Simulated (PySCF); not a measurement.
**How methods differ on the ionisation energy of S**

S [Ne] 3s2 3p4 (3P) → S⁺ [Ne] 3s2 3p3 (4S), as a difference of total energies. All numbers are calculated (PySCF 2.14, no relativity, point nucleus, in pcseg-2). Correlated levels: valence: [Ne] frozen. The calculations carry no spin-orbit coupling.

```tsv
method	ionisation energy (eV)	error (eV)
UHF	9.235	-1.101
M06-L	10.216	-0.120
PBE	10.440	+0.104
MP2 (valence)	9.842	-0.494
SCS-MP2 (valence)	9.919	-0.417
CCSD (valence)	9.923	-0.413
CCSD(T) (valence)	9.940	-0.396
```

Reference: 10.336 eV (measured; NIST levels, between the centres of gravity of the two terms).

Errors of the correlated levels include the incompleteness of this basis and the frozen core.
